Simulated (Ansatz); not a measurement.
Rock-salt RbBr was calculated with r²SCAN0 in Ansatz (plane waves, PAW).

Settings: plane-wave cutoff 600 eV, 6×6×6 k mesh, scalar-relativistic PAW data made under PBE.

Computed at the level's own relaxed cell.

Hill averages of the elastic tensor: K = 14.2 GPa, G = 7.2 GPa. Volume 41.224 Å³/atom, mean atomic mass 82.686 u.

Work out the density, the sound velocities of a polycrystal and the elastic Debye temperature at this level.

ρ = 1.66054 × 82.686/41.224 = 3.331 g/cm³. v_l = √[(K + 4G/3)/ρ] = 2.673 km/s and v_t = √(G/ρ) = 1.470 km/s. The mean follows from 3/v_m³ = 1/v_l³ + 2/v_t³: v_m = 1.639 km/s. Θ_D = (ħ/k_B) v_m (6π²/V)^(1/3) = 76.38 K Å s/km × 1.639 × 1.1283 Å⁻¹ = 141 K, counting all atoms of the cell.

Ansatz is a first-principles code.
